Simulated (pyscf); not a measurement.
Structures and frequencies: ωB97X-D3(BJ)/def2-SVP in PySCF. MP2 and CC: frozen core, UHF for open shells. ΔMP2 is the change of the MP2 total energy from the triple- to the quadruple-zeta basis.

Question: For H₃C–C•=NH → acetonitrile (H₃C–C≡N) + H atom (H•), a bond scission (doublet surface; H–N broken, none formed), PBE/def2-TZVP gives ΔE‡ = 22.7 kcal/mol and ΔE = +20.2 kcal/mol (zero: the reactant's lowest minimum found). In which direction and how far do r²SCAN/def2-TZVP, PBE0-D3(BJ)/def2-TZVP, CCSD(T)/def2-TZVPP + ΔMP2(QZVPP) move these?

Answer: r²SCAN: ΔE‡ = 23.8 kcal/mol, ΔE = +22.4 kcal/mol; PBE0-D3(BJ): ΔE‡ = 25.8 kcal/mol, ΔE = +21.0 kcal/mol; CCSD(T): ΔE‡ = 25.1 kcal/mol, ΔE = +15.9 kcal/mol. PBE's barrier lies under all of them, by 1.1 to 3.2 kcal/mol. Its reaction energy lies among theirs. This is the saddle that the search found; another between the same sides may lie lower. The CCSD(T) − MP2 part came from Ansatz, without density fitting, on the same reference. A UHF reference is spin-contaminated (<S²> up to 0.89), which harms MP2 most.
